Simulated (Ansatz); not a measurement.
We consider zinc-blende AlAs, described by PBE0 (Ansatz, a program for electronic structure, plane waves, PAW).

Total energies, extrapolated to zero smearing (they compare only within this program, potentials and cutoff; free atoms with spin allowed, lowest state found):

| system | energy (eV/atom) |
|---|---|
| zinc-blende AlAs, relaxed | -2698.2307 |
| free Al atom | -534.5864 |
| free As atom | -4854.4519 |

Q: Work out the cohesive energy per atom.

A: E_coh = [1 × (-534.5864) + 1 × (-4854.4519)]/2 − (-2698.2307) = 3.71 eV/atom. The reference value is 3.82 eV/atom (measured, static lattice: zero-point vibration energy added, sources range from 3.82 to 4.00; as tabulated in Mejia-Rodriguez and Trickey (2018), arXiv:1807.09216), a difference of -0.11 eV/atom.

The PAW data were made under PBE.
